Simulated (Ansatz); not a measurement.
# Structure relaxation of LiPb2

These are results of DFT PBE, scalar-relativistic, plane waves, PAW (Ansatz 0.2.0), not measurements. Cutoff 420 eV, Γ-centred k mesh, Gaussian smearing, no spin polarisation in the final step.

LiPb2 was placed on the marcasite structure type (Pnnm, No. 58), with Li in place of Fe, Pb in place of S, at a guessed volume.

```xyz
6
Lattice="5.2528 0.0000 0.0000 0.0000 6.4110 0.0000 0.0000 0.0000 4.0022" Properties=species:S:1:pos:R:3 pbc="T T T"
Li    0.0000    0.0000    0.0000
Li    2.6264    3.2055    2.0011
Pb    1.0527    2.4278    0.0000
Pb    4.2001    3.9832    0.0000
Pb    3.6791    0.7777    2.0011
Pb    1.5737    5.6333    2.0011
```

Cell and atoms relax at zero pressure; the relaxation can't lower the symmetry of the start. After a coarse first stage the cell is made exact in the group found at 0.06 Å.

The zero of energy is the elements' standard structures at the same level; no fitted shifts are applied.

(1) Which crystal results?

(2) What are its volume, energy, density and gap?

## Answers

(1) It ends in Immm (No. 71). Conventional cell: a = 3.627 Å, b = 5.512 Å, c = 8.342 Å. Around Li lie 8 Pb at 3.16–3.18 Å and 2 Li at 3.63 Å; Pb is coordinated by 4 Li at 3.16–3.18 Å, 1 Pb at 3.17 Å and 6 Pb at 3.45–3.63 Å.

```cif
data_structure
_symmetry_space_group_name_H-M 'Immm'
_symmetry_Int_Tables_number 71
_cell_length_a 3.6272
_cell_length_b 5.5122
_cell_length_c 8.3423
_cell_angle_alpha 90.000
_cell_angle_beta 90.000
_cell_angle_gamma 90.000
_cell_volume 166.79
loop_
_atom_site_label
_atom_site_type_symbol
_atom_site_symmetry_multiplicity
_atom_site_Wyckoff_symbol
_atom_site_fract_x
_atom_site_fract_y
_atom_site_fract_z
_atom_site_occupancy
Li1 Li 2 a 0.00000 0.00000 0.00000 1
Pb1 Pb 4 j 0.00000 0.50000 0.80982 1
```

(2) The volume per atom is 27.80 Å³, the density is 8.39 g/cm³ and the energy over the elements is -0.13 eV/atom. The gap on the 14×14×14 mesh is 0 eV (a metal).

The final run used a 14×14×14 mesh on its 3-atom cell and 0.10 eV smearing. For metals, differences of a few meV/atom aren't resolved. Spin–orbit coupling is left out. Symmetry constrained the relaxation, so the result can be a saddle point. The steps took roughly 7 core-minutes in all.